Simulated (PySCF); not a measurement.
## Electron affinity of F by level of theory

F- [Ne] (1S) → F [He] 2s2 2p5 (2P), as a difference of total energies. All numbers are calculated (PySCF 2.14, scalar relativity by spin-free X2C-1e, in aug-cc-pCVTZ-DK with one added diffuse shell each of s, p, d, f type (8s7p5d3f, 75 functions)). Correlated levels: valence and next inner shell: nothing frozen. The calculations carry no spin-orbit coupling.

Question: Order these methods by the electron affinity they give, lowest first.
A. MP2 (valence and next inner shell)
B. CCSD (valence and next inner shell)
C. CCSD(T) (valence and next inner shell)
D. SCS-MP2 (valence and next inner shell)

Answer: B (3.154 eV), C (3.326 eV), D (3.463 eV), A (3.652 eV).

A first-order spin-orbit estimate (lowest level to lowest level, LS coupling) adds -0.017 eV.

Errors of the correlated levels include the incompleteness of this basis.

For comparison: 3.401 eV (measured; photodetachment measurements, as compiled on the Wikipedia data page of electron affinities).
